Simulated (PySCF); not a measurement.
Two structures of SiH₄O₂, closed shell, reached by relaxing down either side of one saddle point (PBE0-D4/def2-TZVP). Energies are electronic, without zero-point energy. Computed with PySCF 2.14 with density fitting (its default auxiliary sets; JK sets also for MP2 and CCSD(T)) (basis: def2-TZVPP and def2-QZVPP); correlated methods freeze the cores. Extrapolation: Hartree–Fock as exp(−7.88 √X), correlation as X^−2.97. First:

```csv
atom,x (Å),y (Å),z (Å)
Si1,-0.0967,0.0245,0.4321
O2,-0.1884,1.3415,-0.5436
O3,0.3662,-1.3404,-0.3538
H4,1.2563,-1.3727,-0.7071
H5,-1.4198,-0.3233,0.9989
H6,0.8883,0.4166,1.4666
H7,-0.8535,1.3393,-1.2335
```

Second:

```tsv
atom	x (Å)	y (Å)	z (Å)
Si1	-0.2405	-0.2200	0.7875
O2	0.4786	0.5639	-0.8578
O3	0.4939	-1.5585	0.6340
H4	0.9721	-0.2640	-1.0413
H5	-1.6855	-0.0349	0.4568
H6	0.1756	0.8403	1.7421
H7	-0.1557	0.7027	-1.5730
```

Problem. Which bonds change from the first to the second?

Solution. SiH₄O₂ ([OH][SiH2][OH]) → SiH₂O ([O][SiH2]) + H₂O (still joined by a long Si–O bond); bonds formed: O2–H4; bonds broken: O3–H4; bonds weakened to dative contacts: Si1–O2.

Problem. Give the saddle point's structure and its height above each. (An estimate is asked for; the value comes from the calculation.)

Solution. Computed: 226.9 kJ/mol above the first and 9.3 kJ/mol above the second (CCSD(T) at an estimated basis limit (MP2 extrapolated from triple and quadruple zeta, plus CCSD(T) − MP2 in triple zeta)).
Si1  (-0.219, -0.162, 0.707)
O2  (0.453, 0.588, -0.874)
O3  (0.576, -1.447, 0.326)
H4  (0.814, -0.417, -0.847)
H5  (-1.693, -0.054, 0.529)
H6  (0.230, 0.772, 1.767)
H7  (-0.160, 0.719, -1.608)
(Å)

No T1 diagnostic of these runs exceeds 0.017.

Labels in which every atom is bracketed show which atoms are joined, not bond orders.

For scale, one of the runs: CCSD(T)/def2-TZVPP, 160 basis functions, launched by `OMP_NUM_THREADS=4 python run.py`. Time: 41 s of wall clock on 4 CPU threads of an AMD EPYC 9B45; the host was shared. Peak host memory: 1.2 GiB.
